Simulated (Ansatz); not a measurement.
# SiH2Cl (doublet): from Hartree-Fock to the top rungs at distance Cl1–H2 along a hydrogen transfer = 1.602 Å, cc-pVTZ

How much of the correlation energy of SiH2Cl (doublet) does each wave-function method recover here?

Method: cc-pVTZ, core rule «outside noble gas», up to 10 orbitals frozen; program: Ansatz 0.2.0, Gaussian basis.

Plan: UHF; CCSD(T) on ROHF; CCSD(T) on UHF; BCCD(T) on ROHF; CCSDT(Q) on ROHF; CCSDT(Q) on UHF; CASSCF and NEVPT2, 3 electrons in 3 orbitals; CASSCF and NEVPT2, 13 electrons in 10 orbitals.

### Step 1. The geometry

The geometry derives from fragments relaxed apart (PBE0/def2-TZVP) and kept rigid, so it is no stationary point. A hydrogen atom is moved between rigid fragments.

4 atoms, charge 0, spin multiplicity 2.

Atoms are counted from 1 here; the program's logs count them from 0.

Bond lengths: Cl1–H2 1.602 Å, Si3–H4 1.532 Å.

### Step 2. UHF

The input, in.yaml:

```yaml
crystal:
  periodic: [false, false, false]
  atoms:
    - {symbol: Cl, position_ang: [-1.571622, 0.022748, 0.000000]}
    - {symbol: H, position_ang: [0.030378, 0.022748, 0.000000]}
    - {symbol: Si, position_ang: [1.900378, 0.022748, 0.000000]}
    - {symbol: H, position_ang: [2.296812, -1.456765, 0.000000]}
basis:
  gaussian: {orbitals: cc-pVTZ}
magnetization: {spin_polarized: true, initial_magnetization: 1}
hamiltonian: {xc: hf}
output: {orbitals: {seedname: orbitals}}
```

Launch:

```sh
ansatz run in.yaml --threads 1 --pin off --events-out ev --progress --plain --max-ram 4096MiB --backend cpu
```

The runs that follow: CCSD(T) on ROHF; CCSD(T) on UHF; BCCD(T) on ROHF; CCSDT(Q) on ROHF; CCSDT(Q) on UHF; CASSCF and NEVPT2, 3 electrons in 3 orbitals; CASSCF and NEVPT2, 13 electrons in 10 orbitals.

Q: Predict the results of all the runs planned. Wanted: UCCSDT(Q) below the RHF energy; RMP2 from UCCSDT(Q); UMP2 from UCCSDT(Q); RCCSD from UCCSDT(Q); RCCSD(T) from UCCSDT(Q); UCCSD(T) from UCCSDT(Q); RCCSDT(Q) from UCCSDT(Q); NEVPT2 valence from UCCSDT(Q); T1 diagnostic.

As calculated:

| quantity | value |
| --- | --- |
| UCCSDT(Q) below the RHF energy | -9.8286 eV |
| RMP2 from UCCSDT(Q) | +143.7 kJ/mol |
| UMP2 from UCCSDT(Q) | +152.4 kJ/mol |
| RCCSD from UCCSDT(Q) | +41.7 kJ/mol |
| RCCSD(T) from UCCSDT(Q) | +5.5 kJ/mol |
| UCCSD(T) from UCCSDT(Q) | +5.8 kJ/mol |
| RCCSDT(Q) from UCCSDT(Q) | +0.1 kJ/mol |
| NEVPT2 valence from UCCSDT(Q) | +192.1 kJ/mol |
| levels within 1 kcal/mol (43 meV) | RCCSDT, UCCSDT, RCCSDT(Q) |
| T1 diagnostic | 0.022 |
| effectively unpaired electrons | 1.06 |

What this shows: RCCSD(T) misses by +5.5 kJ/mol, 0.6 % of the correlation energy. One determinant dominates. These misses are within one basis, not against nature; the frozen cores of restricted and unrestricted runs differ, which can shift their rows.
